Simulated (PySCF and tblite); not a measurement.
Values are calculated unless marked as measured or tabulated.
2H-Pyran, tetrahydro-, C₅H₁₀O, numbered as in [CH2:1]1[CH2:2][CH2:3][O:4][CH2:5][CH2:6]1.

First level. The ensemble was built from 90 distance-geometry starts (ETKDG and KDG, MMFF94s, GFN2-xTB) and rests on PBE0-D3(BJ)/def2-SVP geometries. Energies: CAM-B3LYP-D3(BJ)/def2-TZVP (IEF-PCM, chloroform), with GFN2-xTB thermal terms (modes under about 100 cm⁻¹ blended into free rotors). Symmetry numbers and mirror images are counted. Conformers within 3 kcal/mol (GFN2-xTB free energy) were kept, 8 at most. GIAO shieldings: WP04/pcSseg-1 (IEF-PCM, chloroform). Shifts are against TMS (¹H), TMS (¹³C) at the same level. Programs: PySCF with density fitting and tblite.

It gives, at 298.15 K, with 1 conformer (largest weight 100 %): ¹H: 3.39 (H3/H5, 4H), 1.42 (H1, 2H), 1.31 (H2/H6, 4H) ppm. ¹³C: 71.2 (C3/C5), 30.2 (C2/C6), 27.8 (C1) ppm.

Second level: PBE0-D3(BJ)/def2-SVP geometries, energies HF-D3(BJ)/pcSseg-1, shieldings HF/pcSseg-1, on up to 4 of the same conformers.

(1) How do the averaged shifts change?

Shifts are unscaled: against experiment ¹³C can be off by 15 ppm or more and ¹H by 0.8 ppm.

Results:

(1) 
```csv
signal,first,second,change (ppm)
H1,1.42,1.32,-0.11
H2/H6,1.31,1.20,-0.11
H3/H5,3.39,3.19,-0.20
C1,27.8,22.9,-5.0
C2/C6,30.2,25.9,-4.3
C3/C5,71.2,61.5,-9.7
```
